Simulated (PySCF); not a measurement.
Gas-phase reaction: 3 Si(CH3)4 ⇌ 3 H2CSiH2 + 3 CH4 + 2 C3H6 (propylene)

Energies from PySCF, thermal terms from the rigid-rotor harmonic-oscillator model, ideal gas at 1 bar. † marks an energy on the PBE0/def2-TZVP geometry and frequencies. MP2 freezes the core. All species are closed-shell singlets. H2CSiH2: computed as isolated molecules; such fragments, hydroxides, amides, oligomers or adducts are transient or little studied in the gas. MP2 isn't extrapolated to the basis-set limit.

HF/def2-TZVP† gives ΔH°(298 K) = 954 kJ.

Q: What do MP2/def2-SVP†, MP2/def2-TZVPP†, ωB97M-V/def2-TZVP† give?

A: MP2/def2-SVP†: 1021 kJ; MP2/def2-TZVPP†: 1082 kJ; ωB97M-V/def2-TZVP†: 1075 kJ. For scale, ΔH°(298 K) is 954 kJ at this level, 1075 kJ at ωB97M-V/def2-TZVP†, and runs from 558 to 1155 kJ over the 18 levels computed.
